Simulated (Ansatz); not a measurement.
We consider diamond-structure Ge, described by r²SCAN+rVV10 (plane waves, PAW; Ansatz, a program for electronic structure).

Numerical settings: plane-wave cutoff 600 eV, 12×12×12 k mesh, finite displacements, scalar-relativistic PAW data made under PBE.

Computed at the level's own relaxed cell.

Harmonic phonon frequencies (cm⁻¹; i marks an imaginary mode):

| q point | frequencies |
|---|---|
| Γ | 0 0 0 299 299 299 |
| X | (withheld) |
| L | (withheld) |

Q: Complete the blanks.

A: 
- X, frequencies: 80 80 240 240 270 270
- L, frequencies: 63 63 223 241 285 285

Measured, for comparison: zone-centre TO phonon frequency 304 cm⁻¹ (low temperature, zero-point motion not removed; as tabulated in Tanner et al. (2021), arXiv:2110.11888). Computed (rounded) less measured: zone-centre TO phonon frequency -2 %.

No imaginary mode appears at these points.
